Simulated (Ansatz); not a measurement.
# Worked example: the barrier

An elementary step of CH6ClSi, doublet (CH₃Cl ([CH3][Cl]) + SiH₃ → CH₂Cl ([CH2][Cl]) + SiH₄; bonds formed: H1–Si4; bonds broken: H1–C2). “Start” is the structure reached by relaxing down from the saddle towards the reactants; PBE0-D4/def2-TZVP structures. The saddle:

```
atom    x (Å)    y (Å)    z (Å)
  H1  -0.0141  -0.1170   0.0969
  C2  -1.1784  -1.1485   0.1147
 Cl3  -2.2435  -0.7104  -1.1621
 Si4   1.1568   1.0089  -0.0017
  H5  -1.5986  -0.9952   1.1024
  H6  -0.6537  -2.0811  -0.0595
  H7   1.9339   0.7997  -1.2518
  H8   2.0609   0.8841   1.1730
  H9   0.5366   2.3596  -0.0117
```

Program: Ansatz 0.2.0. Basis: def2-TZVPP and def2-QZVPP. Cores are frozen in the correlated methods; orbitals are unrestricted.

Energies in eV:

| quantity | saddle | start |
| --- | --- | --- |
| Hartree–Fock, triple zeta (X = 3) | -21489.70422 | -21490.91972 |
| Hartree–Fock, quadruple zeta (X = 4) | -21490.35832 | -21491.57228 |
| MP2 correlation, X = 3 | -13.54397 | -13.42194 |
| MP2 correlation, X = 4 | -14.63021 | -14.50296 |
| CCSD(T) correlation, X = 3 | -15.73183 | -15.49436 |

**Question.** Work out the barrier at the basis limit: extrapolate Hartree–Fock as E(X) = E∞ + A exp(−7.88 √X) and the MP2 correlation as E(X) = E∞ + B X^−2.97 (the exponents that Neese and Valeev fitted for def2-TZVPP and QZVPP), then add CCSD(T) − MP2 in triple zeta.

**Answer.** Each step is linear, so take the differences first (saddle − start): Hartree–Fock 1.21550 (X = 3) and 1.21396 (X = 4); MP2 correlation -0.12203 and -0.12725; CCSD(T) correlation -0.23747.
Two points give E∞ = E(4) + w [E(4) − E(3)], with w = 1/(exp(7.88 (2 − √3)) − 1) = 0.1377 for Hartree–Fock and w = 1/((4/3)^2.97 − 1) = 0.7407 for the correlation.
Hartree–Fock: 1.21396 + 0.1377 × (-0.00154) = 1.2137 eV.
MP2 correlation: -0.12725 + 0.7407 × (-0.00522) = -0.1311 eV.
CCSD(T) − MP2: -0.23747 − (-0.12203) = -0.1154 eV.
Sum: 1.2137 + (-0.1311) + (-0.1154) = 0.9672 eV, or 22.30 kcal/mol. Plain CCSD(T) in triple zeta gives 0.9780 eV, so the larger basis shifts the result by -0.0108 eV.

The T1 diagnostic stays at or below 0.016. ⟨S²⟩ of the unrestricted Hartree–Fock references: 0.75 to 0.78 (a pure state has 0.75).

Radical steps of this kind take place in plasma deposition and etching.

Labels in which every atom is bracketed show which atoms are joined, not bond orders.

For scale, one of the runs: CCSD(T)/def2-TZVPP, 199 basis functions, launched by `ansatz run in.yaml --threads 4 --pin off --events-out ev --progress --plain --max-ram 9574MiB`. The run took 120 s on 4 CPU threads of an Arm Neoverse V1 (shared host), with 5.7 GiB of host memory at its peak.
